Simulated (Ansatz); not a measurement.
# ClH7Si2: the cost of one run

Method: RKS BLYP-D4/6-31G*, in Ansatz 0.2.0.

### 1 The structure to begin with

Bond lengths: Si1–Cl2 2.480 Å, Si1–H3 1.460 Å, Si1–H4 1.459 Å, Si1–H5 1.459 Å, Si1–Si6 2.520 Å, Si6–H7 1.460 Å, Si6–H8 1.460 Å, Si6–H9 1.460 Å, Cl2–H10 1.483 Å, Si6–H10 1.578 Å. Angles (14 of 22 angles, heavy atoms first): Cl2–Si1–Si6 71.6°, Si1–Cl2–H10 72.5°, Cl2–Si1–H3 109.5°, Cl2–Si1–H4 109.5°, Cl2–Si1–H5 109.5°, H3–Si1–Si6 178.9°, H4–Si1–Si6 70.0°, H5–Si1–Si6 70.0°, Si1–Si6–H7 109.5°, Si1–Si6–H8 109.5°, Si1–Si6–H9 109.5°, Si1–Si6–H10 70.1°, Cl2–H10–Si6 145.8°, H3–Si1–H4 109.5°.

Structure file:

```xyz
10

Si    0.0000    0.0000    0.0000
Cl    0.0000    0.0000    2.4800
H     1.3768    0.0000   -0.4862
H    -0.6877    1.1914   -0.4862
H    -0.6877   -1.1914   -0.4862
Si   -2.3914    0.0000    0.7946
H    -3.1794   -0.9102   -0.0313
H    -2.4426   -0.4389    2.1861
H    -2.9397    1.3491    0.6900
H    -1.4147    0.0000    2.0335
```

### 2 A restrained relaxation towards end A

Springs on the bonds that form and break draw the guess towards this end; the thresholds are loose.

File input.yaml:

```yaml
crystal:
  periodic: [false, false, false]
  atoms:
    - { symbol: Si, position_ang: [0.0, 0.0, 0.0] }
    - { symbol: Cl, position_ang: [0.0, 0.0, 2.48] }
    - { symbol: H, position_ang: [1.3768, 0.0, -0.4862] }
    - { symbol: H, position_ang: [-0.6877, 1.1914, -0.4862] }
    - { symbol: H, position_ang: [-0.6877, -1.1914, -0.4862] }
    - { symbol: Si, position_ang: [-2.3914, 0.0, 0.7946] }
    - { symbol: H, position_ang: [-3.1794, -0.9102, -0.0313] }
    - { symbol: H, position_ang: [-2.4426, -0.4389, 2.1861] }
    - { symbol: H, position_ang: [-2.9397, 1.3491, 0.69] }
    - { symbol: H, position_ang: [-1.4147, 0.0, 2.0335] }
basis:
  gaussian: { orbitals: "6-31G*" }
hamiltonian:
  xc: blyp
  dispersion: d4
relax:
  f_tol: 0.15
  max_steps: 25
  restrain:
    - { distance: [0, 5], at: 3.42, k: 30.0 }
    - { distance: [9, 1], at: 2.57, k: 30.0 }
    - { distance: [0, 1], at: 2.13, k: 30.0 }
    - { distance: [9, 5], at: 1.46, k: 30.0 }
output:
  orbitals: {}
```

Launch:

```sh
ansatz run input.yaml --threads 1 --pin off --max-ram 2048MiB --backend cpu --events-out ev --progress --plain --runs-dir out
```

Q: Estimate wall time and peak memory on 1 thread of Intel Xeon 6975P-C (Granite Rapids), shared host.

About 19 s, with a peak of 0.14 GiB.
